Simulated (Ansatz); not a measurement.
Reaction (SMILES): N#C (CH-N) → [C]#N (C-N) + H atom
B3LYP-D3(BJ)/def2-TZVP geometries, fixed; electronic energies without zero-point terms.

Effect of a fitting basis named in the input at PBE0/aug-cc-pVTZ with Ansatz (a program for electronic structure), against the last row, where the bond dissociation energy is 132.43 kcal/mol. Open shells are unrestricted. The default fits or decomposes integrals by the program's own choice; accuracy: high also tightens integrals, grids and stops.

| setting | largest shift of a total energy (mEh) | shift of the bond dissociation energy (kcal/mol) |
|---|---|---|
| fitting: def2-SV(P)-JKFIT | -0.023 | -0.008 |
| fitting: def2-universal-JKFIT | -0.023 | -0.008 |
| fitting: cc-pVTZ-JKFIT | 0.019 | 0.001 |
| fitting: cc-pVQZ-JKFIT | -0.004 | -0.001 |
| fitting: cc-pV5Z-JKFIT | -0.004 | -0.001 |
| accuracy: high | -0.002 | 0.000 |
| accuracy: medium (default) | 0.000 | 0.000 |

Within 0.02 kcal/mol in the bond dissociation energy: fitting: def2-SV(P)-JKFIT; fitting: def2-universal-JKFIT; fitting: cc-pVTZ-JKFIT; fitting: cc-pVQZ-JKFIT; fitting: cc-pV5Z-JKFIT; accuracy: high. The largest shift is 0.023 mEh in a total energy and 0.008 kcal/mol in the difference.
